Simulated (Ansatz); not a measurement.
A structure relaxed at PBE0-D4/def2-TZVP, charge 0, multiplicity 1:

```json
{"atom": "C1", "x (Å)": "0.076", "y (Å)": "-1.070", "z (Å)": "-1.003"}
{"atom": "C2", "x (Å)": "0.007", "y (Å)": "-0.105", "z (Å)": "-0.099"}
{"atom": "C3", "x (Å)": "-0.307", "y (Å)": "0.397", "z (Å)": "1.205"}
{"atom": "C4", "x (Å)": "0.191", "y (Å)": "1.247", "z (Å)": "0.337"}
{"atom": "H5", "x (Å)": "0.457", "y (Å)": "-0.873", "z (Å)": "-1.997"}
{"atom": "H6", "x (Å)": "-0.248", "y (Å)": "-2.075", "z (Å)": "-0.768"}
{"atom": "H7", "x (Å)": "-0.683", "y (Å)": "0.223", "z (Å)": "2.201"}
{"atom": "H8", "x (Å)": "0.507", "y (Å)": "2.255", "z (Å)": "0.124"}
```

**Question.** Give its formula and SMILES.

**Answer.** C4H4, `C=C1C=C1`.

**Question.** Point group (tolerance 0.08 Å, 0.16 Å for H)?

**Answer.** C2v.

**Question.** Summarise the bond lengths by kind.

**Answer.** 4 × C–C 1.313 to 1.432 Å; 4 × C–H 1.078 to 1.082 Å.

All numbers were calculated with Ansatz.
